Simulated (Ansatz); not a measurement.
CH6BN, SMILES `CBN`, relaxed with RKS PBE0-D4/def2-TZVP in Ansatz 0.2.0 from a PBE-D4/def2-SVP geometry. The force threshold is 0.005 eV/Å; the program also tests the step.

Total charge 0; spin multiplicity 1.

Start:

```xyz
9

C     0.760   -0.850   -0.327
B    -0.573   -0.030   -0.117
N    -0.598    1.203    0.548
H     0.938   -1.022   -1.411
H     0.661   -1.865    0.116
H     1.670   -0.377    0.098
H    -1.642   -0.452   -0.535
H    -1.451    1.745    0.691
H     0.236    1.648    0.936
```

(1) How much energy does the relaxation release, and in how many steps? (An estimate is asked.)

(2) Which bonds change most? (Best estimate.)

(3) Give the relaxed structure. (An estimate is asked.)

## Answers

(1) Computed: 0.75 kcal/mol, in 4 steps.

(2) Ansatz gave: B2–H7 from 1.224 to 1.202 Å; C1–H4 from 1.112 to 1.095 Å; C1–H6 from 1.110 to 1.094 Å; C1–H5 from 1.112 to 1.095 Å.

(3) The calculation gave: 
```xyz
9

C     0.752   -0.844   -0.326
B    -0.573   -0.032   -0.119
N    -0.592    1.192    0.544
H     0.932   -1.014   -1.393
H     0.661   -1.842    0.118
H     1.642   -0.368    0.095
H    -1.625   -0.445   -0.530
H    -1.430    1.728    0.686
H     0.234    1.624    0.925
```
